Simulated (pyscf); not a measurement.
Homolytic dissociation enthalpies at 298 K of Al–H, Ga–H, H–In bonds in 8 gas-phase molecules, in kcal/mol. PySCF, gas phase, ωB97X-D3(BJ)/def2-SVP geometries. Correlated levels are frozen-core, on RHF or UHF. ΔMP2 is the change of the MP2 total energy from the triple- to the quadruple-zeta basis. Both columns use the same structures and thermal terms. Rows were drawn at random from the closed-shell molecules with such a bond whose radicals are computed, keep their shape and have no isomer in the data more than 5 kcal/mol lower.

| row | molecule | radicals | B3LYP-D3(BJ)/def2-TZVP | CCSD(T)/def2-TZVPP + ΔMP2(QZVPP) |
|---|---|---|---|---|
| 1 | F–AlH–F | [F–Al–F]• + H• | 84.5 | 86.2 |
| 2 | Cl–GaH–Cl | [Cl–Ga–Cl]• + H• | 75.4 | 80.4 |
| 3 | F–GaH–F | [F–Ga–F]• + H• | 78.4 | 82.8 |
| 4 | H₂N–GaH–NH₂ | [H₂N–Ga–NH₂]• + H• | 82.0 | 85.7 |
| 5 | HS–GaH₂ | [HS–GaH]• + H• | 79.0 | 82.6 |
| 6 | HO–GaH₂ | [HO–GaH]• + H• | 77.5 | 81.5 |
| 7 | HO–InH–Cl | [HO–In–Cl]• + H• | 65.6 | 70.2 |
| 8 | H₂As–InH₂ | [H₂As–InH]• + H• | 66.5 | ? |

Question: Fit a line that carries the B3LYP-D3(BJ) values to the last column and predict row 8.

Answer: In the 7 complete rows the last column lies 1.7 to 5.0 kcal/mol from B3LYP-D3(BJ) (mean 3.9, median 4.0). Least squares gives y = 13.2 + 0.88·x with residuals of 0.7 kcal/mol (root mean square). For row 8: 13.2 + 0.88 × 66.5 = 71.7 kcal/mol. The computed value is 70.1 kcal/mol, 1.6 under the line. The CCSD(T) − MP2 part came from Ansatz, without density fitting, on the same reference. The frozen core leaves the outer d or s,p core shells of the metals and heavy elements correlated in the MP2 and CC values, and def2-TZVPP describes them poorly, which can shift differences by a few kcal/mol. Elements up to Kr have no core potential and no relativistic terms here. Elements past Kr carry the def2 core potentials, without spin-orbit coupling.
